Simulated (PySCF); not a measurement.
Magnetic susceptibility: SMILES Fc1cnn[nH]1, C2H2FN3

Geometry (Å), atoms numbered from 1 in this order:
```xyz
8

F    -0.046    2.033    0.030
C     0.038    0.712    0.003
C     1.092   -0.160   -0.117
N     0.570   -1.403   -0.081
N    -0.693   -1.346    0.049
N    -1.064   -0.066    0.105
H     2.139    0.025   -0.222
H    -2.027    0.214    0.208
```

Method used: GIAO KT3/pcSseg-1 magnetisability, rotational g tensor and spin-rotation constants, non-relativistic, gas phase (PySCF 2.14.0). Geometry: GFN2-xTB.

(1) How diamagnetic is it, and how anisotropic?

(2) Split it along the inertial axes a, b, c into diamagnetic and paramagnetic parts about the centre of mass, with the quadrupole moment.

(3) And the rotational g tensor?

Answers

(1) Isotropic -672 × 10⁻³⁰ J/T², or -40.5 × 10⁻⁶ cm³/mol; principal values -1065, -555, -396 × 10⁻³⁰ J/T², anisotropy 606 × 10⁻³⁰ J/T² (root of half the summed squared differences of the principal values). The susceptibility is in cgs units.

(2) 
```tsv
axis	χ (10⁻⁶ cm³/mol)	diamagnetic (10⁻⁶ cm³/mol)	paramagnetic (10⁻⁶ cm³/mol)	summed x² of all electrons (Å²)	quadrupole Θ (D Å)
a	-33.1	-178.5	145.5	75.3	-10.91
b	-24.2	-349.0	324.8	35.1	+10.64
c	-64.2	-468.7	404.6	6.9	+0.27
```
Anisotropies 2χaa − χbb − χcc = +22.2 and 2χbb − χaa − χcc = +48.8 × 10⁻⁶ cm³/mol. Θ is traceless in Buckingham's convention.

(3) 
| axis | rotational constant (GHz) | g | nuclear part | electronic part |
| --- | --- | --- | --- | --- |
| a | 9.9870 | -0.0922 | 0.5903 | -0.6825 |
| b | 3.6747 | -0.0711 | 0.4896 | -0.5607 |
| c | 2.6863 | +0.0061 | 0.5167 | -0.5106 |

Asymmetric top; isotopes 12C, 19F, 1H, 14N; no vibrational averaging.
